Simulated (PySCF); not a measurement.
**How the method moves the adiabatic energies of losing or gaining an electron of hydroxymethylide**

Structure: `[CH2-]O` ([CH3O]-).

All levels share the PBE0-D3(BJ)/ma-def2-SVP structures and the PBE0-D3(BJ)/ma-def2-SVP thermal terms; only the single-point energies (PySCF) change. Values are adiabatic energies of losing or gaining an electron (0 K, eV).

| level | detachment energy to the radical | abs. error | time |
| --- | --- | --- | --- |
| HF/ma-def2-TZVP | -1.65 | 1.44 | 1.8 s |
| PBE0-D3(BJ)/6-31G* | -1.49 | 1.29 | 3.2 s |
| PBE0-D3(BJ)/6-31G | -1.40 | 1.20 | 2.7 s |
| PBE0-D3(BJ)/cc-pVDZ | -1.29 | 1.08 | 4 s |
| PBE0-D3(BJ)/def2-SVP | -1.25 | 1.05 | 3.7 s |
| PBE0-D3(BJ)/def2-SV(P) | -1.23 | 1.03 | 3.3 s |
| PBE0-D3(BJ)/pcseg-1 | -0.95 | 0.74 | 3.8 s |
| PBE0-D3(BJ)/cc-pVTZ | -0.88 | 0.67 | 8.8 s |
| PBE0-D3(BJ)/def2-TZVP | -0.71 | 0.50 | 6.5 s |
| PBE0-D3(BJ)/def2-TZVPP | -0.70 | 0.50 | 9 s |
| PBE0-D3(BJ)/pcseg-2 | -0.60 | 0.40 | 8.9 s |
| PBE0-D3(BJ)/def2-SVPD | -0.56 | 0.35 | 5.7 s |
| PBE0-D3(BJ)/def2-TZVPD | -0.49 | 0.28 | 9.4 s |
| PBE0-D3(BJ)/def2-QZVPPD | -0.46 | 0.26 | 30 s |
| r2SCAN-D3(BJ)/ma-def2-TZVP (grid 3) | -0.44 | 0.24 | 26 s |
| PBE0-D3(BJ)/ma-def2-SVP | -0.44 | 0.23 | 4.3 s |
| PBE0-D3(BJ)/6-31+G* | -0.43 | 0.22 | 3.8 s |
| PBE0-D3(BJ)/ma-def2-TZVP | -0.42 | 0.21 | – |
| OPBE/ma-def2-TZVP | -0.41 | 0.21 | 13 s |
| PBE0-D3(BJ)/6-311+G** | -0.40 | 0.19 | 5.1 s |
| PBE0-D3(BJ)/aug-cc-pVTZ | -0.39 | 0.19 | 18 s |
| PBE0-D3(BJ)/aug-cc-pVDZ | -0.37 | 0.17 | 6.4 s |
| TPSS-D3(BJ)/ma-def2-TZVP (grid 3) | -0.31 | 0.11 | 27 s |
| CAM-B3LYP-D3(BJ)/ma-def2-TZVP | -0.28 | 0.08 | 9.3 s |
| M06-2X/ma-def2-TZVP (grid 3) | -0.27 | 0.06 | 23 s |
| M06/ma-def2-TZVP (grid 3) | -0.25 | 0.05 | 22 s |
| ωB97X-D3(BJ)/ma-def2-TZVP | -0.24 | 0.04 | 9.2 s |
| PBE-D3(BJ)/ma-def2-TZVP | -0.22 | 0.02 | 13 s |
| BLYP-D3(BJ)/ma-def2-TZVP | -0.20 | 0.00 | 13 s |
| BP86-D3(BJ)/ma-def2-TZVP | -0.09 | 0.11 | 11 s |
| LDA/ma-def2-TZVP | -0.09 | 0.12 | 10 s |
| ATcT 1.112 | -0.20 |  |  |

Times are wall times for all single points of a level on 1 thread of Arm Neoverse N1, a shared host; the dash marks the run that also made the structures. BLYP, BP86, LDA, OPBE, PBE, TPSS, r2SCAN ran on a slower path of this set-up, which computes the density-fitting integrals anew in every SCF cycle while the other levels store them. So the times needn't show the usual order of cost, and those levels read slower than they are.

Hartree-Fock leaves out electron correlation, so its ionisation energies and electron affinities from energy differences come out too low, often by 1 eV or more.

The spread: 1.56 eV, from -1.65 to -0.09.

Note: the parent anion holds its electron weakly or not at all, so the values hang on the basis.
